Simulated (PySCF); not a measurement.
**Two-photon absorption: SMILES C(=C=C)=CN, C$_{4}$H$_{5}$N**

Geometry:
```
atom   x (Å)   y (Å)  z (Å)
  C1   2.598  -0.314  0.266
  C2   1.328   0.024  0.299
  C3   0.110   0.344  0.335
  C4  -1.161   0.710  0.358
  N5  -2.243  -0.131  0.317
  H6   2.902  -1.354  0.269
  H7   3.378   0.439  0.233
  H8  -1.413   1.768  0.360
  H9  -2.068  -1.105  0.504
 H10  -3.106   0.219  0.695
```

The calculation used PySCF, TDDFT CAM-B3LYP/def2-TZVPD excited states, vertical, gas phase. Geometry: PBE0-D3(BJ)/def2-TZVP.

Question: How strongly do the lowest singlets absorb one photon, and two photons of half the energy?

Answer: δ for parallel linear polarisation; σ at the peak of a Lorentzian of half width 0.1 eV, single beam; Ω is circular over linear.
```
state  E (eV)      f  photon λ (nm)  δ (au)  σ (GM)     Ω                                main
   S1    4.38  0.001            566    10.5    0.07  1.27  HOMO→LUMO+1 0.75, HOMO→LUMO+5 0.10
   S2    4.75  0.027            522    8.17    0.07  0.56                    HOMO−1→LUMO 0.92
   S3    4.82  0.518            514     112    0.95  0.51                      HOMO→LUMO 0.86
   S4    5.31  0.005            467    25.4    0.26  1.42  HOMO→LUMO+2 0.50, HOMO→LUMO+4 0.27
   S5    5.78  0.003            429     141    1.72  1.48  HOMO→LUMO+2 0.41, HOMO→LUMO+5 0.25
   S6    5.83  0.006            425     117    1.45  1.45                    HOMO→LUMO+3 0.92
```

Among these, the strongest one-photon state is S3, the strongest two-photon state S5, with a dipole change of 2.9 D (relaxed, norm of the difference vector).
